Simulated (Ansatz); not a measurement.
**[H···H···Cl], doublet: transfer scan**

Starting geometry:

```yaml
atoms:
  - { symbol: H, position_ang: [0.0000, 0.0000, -1.0520] }
  - { symbol: H, position_ang: [0.0000, 0.0000, -0.3070] }
  - { symbol: Cl, position_ang: [0.0000, 0.0000, 1.3590] }
```

From there H2 is moved from one fragment to the other while all else, the fragments' distance too, stays fixed; atoms are numbered as listed. Energies are in kcal/mol, counted from the starting geometry at the same level.

Basis cc-pVTZ; Ansatz 0.2.0. Correlated methods freeze the noble-gas cores. R marks a restricted (for open shells ROHF) determinant, U an unrestricted one.

Full CI isn't at hand for all of this; UCCSDT(Q) serves as the reference, and is uncertain by about the last step of the cluster series. The frozen core follows each run's orbitals, which can shift R against U totals by a few meV.

| distance H1-H2 (Å) | RHF |
| --- | --- |
| 0.693 | -0.5 |
| 0.745 | 0.0 |
| 0.790 | 1.9 |
| 0.835 | 4.5 |
| 0.880 | 6.8 |
| 0.926 | 7.4 |
| 0.971 | 6.2 |
| 1.016 | 4.1 |
| 1.061 | 2.1 |

Question: Estimate the UCCSDT(Q) curve in cc-pVTZ from this one, knowing how RHF errs.

Answer: The computed UCCSDT(Q) values, in kcal/mol from the starting point, and the error of RHF against them:
```json
{"distance H1-H2 (Å)": "0.693", "UCCSDT(Q)": "1.5", "RHF less UCCSDT(Q)": "-2.0"}
{"distance H1-H2 (Å)": "0.745", "UCCSDT(Q)": "0.0", "RHF less UCCSDT(Q)": "0.0"}
{"distance H1-H2 (Å)": "0.790", "UCCSDT(Q)": "-0.1", "RHF less UCCSDT(Q)": "2.0"}
{"distance H1-H2 (Å)": "0.835", "UCCSDT(Q)": "0.5", "RHF less UCCSDT(Q)": "4.0"}
{"distance H1-H2 (Å)": "0.880", "UCCSDT(Q)": "1.1", "RHF less UCCSDT(Q)": "5.6"}
{"distance H1-H2 (Å)": "0.926", "UCCSDT(Q)": "1.7", "RHF less UCCSDT(Q)": "5.7"}
{"distance H1-H2 (Å)": "0.971", "UCCSDT(Q)": "2.0", "RHF less UCCSDT(Q)": "4.2"}
{"distance H1-H2 (Å)": "1.016", "UCCSDT(Q)": "2.0", "RHF less UCCSDT(Q)": "2.1"}
{"distance H1-H2 (Å)": "1.061", "UCCSDT(Q)": "2.0", "RHF less UCCSDT(Q)": "0.0"}
```

The error spans 7.8 kcal/mol and is largest, 5.7 kcal/mol, at 0.926 Å.
